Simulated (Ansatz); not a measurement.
**NH (triplet): wB97M-V, B2PLYP over a scan of the distance N1–H2, aug-cc-pVDZ**

How well do these functionals follow the top wave-function level for NH (triplet) over a scan of the distance N1–H2?

Computed with Ansatz 0.2.0, Gaussian basis. Level: aug-cc-pVDZ, all electrons in the functionals, frozen cores in the correlation of double hybrids and RPA.

Plan: wB97M-V, B2PLYP, at 0.830 Å; 0.947 Å; 1.040 Å; 1.153 Å; 1.294 Å; 1.407 Å; 1.626 Å; 1.952 Å; 2.330 Å; 2.797 Å; 3.523 Å.

16 further runs of the same task are left out: 1 for a known fault of the program, 12 that didn't finish, 3 set aside as unsound or not needed.

## (1) The geometry

The geometry derives from a PBE0/def2-TZVP stationary point (not a proven minimum). One bond is set to the value named and the two fragments are kept rigid.

2 atoms, charge 0, spin multiplicity 3.

Atoms are counted from 1 here; the program's logs count them from 0.

Bond lengths: N1–H2 1.040 Å.

No dispersion term is added; wB97M-V holds VV10 nonlocal correlation.

The geometry shown and the zero of energy belong to the point 1.040 Å. The yardstick, FCI, and other wave-function levels (R restricted, U unrestricted, valence and pair active spaces) come from earlier runs.

## (2) wB97M-V, 0.830 Å

in.yaml reads:

```yaml
crystal:
  periodic: [false, false, false]
  atoms:
    - {symbol: N, position_ang: [0.000000, 0.000000, 0.000000]}
    - {symbol: H, position_ang: [0.000000, 0.000000, 0.830000]}
basis:
  gaussian: {orbitals: aug-cc-pVDZ}
magnetization: {spin_polarized: true, initial_magnetization: 2}
hamiltonian: {xc: {name: wB97M-V}}
output: {forces: true, orbitals: {seedname: orbitals}}
```

The run is started by

```sh
$ ansatz run in.yaml --threads 1 --pin off --events-out ev --progress --plain --max-ram 2393MiB
```

The runs that follow: wB97M-V, 0.947 Å; wB97M-V, 1.040 Å; wB97M-V, 1.153 Å; wB97M-V, 1.294 Å; wB97M-V, 1.407 Å; wB97M-V, 1.626 Å; wB97M-V, 1.952 Å; wB97M-V, 2.330 Å; wB97M-V, 2.797 Å; wB97M-V, 3.523 Å; B2PLYP, 0.830 Å; B2PLYP, 0.947 Å; B2PLYP, 1.040 Å; B2PLYP, 1.153 Å; B2PLYP, 1.294 Å; B2PLYP, 1.407 Å; B2PLYP, 1.626 Å; B2PLYP, 1.952 Å; B2PLYP, 2.330 Å; B2PLYP, 2.797 Å; B2PLYP, 3.523 Å.

**Question.** What will the summary of the whole plan be? Wanted: span of the FCI curve; largest miss, wB97M-V; largest miss, B2PLYP.

The runs gave:

| quantity | value |
| --- | --- |
| span of the FCI curve | 313.5 kJ/mol |
| largest miss, wB97M-V | +42.6 kJ/mol (1.952 Å) |
| largest miss, B2PLYP | +36.1 kJ/mol (1.952 Å) |

What this shows: Of the functionals, B2PLYP keep the smallest largest miss at the points compared (at most 36.1 kJ/mol) and wB97M-V strays most (42.6 kJ/mol, at 1.952 Å). wB97M-V, B2PLYP clearly break the spin symmetry at some points (⟨S²⟩ up to 1.00 above the pure value), so energy there is bought with a mixed spin. Functionals and the yardstick converge differently with the basis, so part of each miss in aug-cc-pVDZ is the basis.
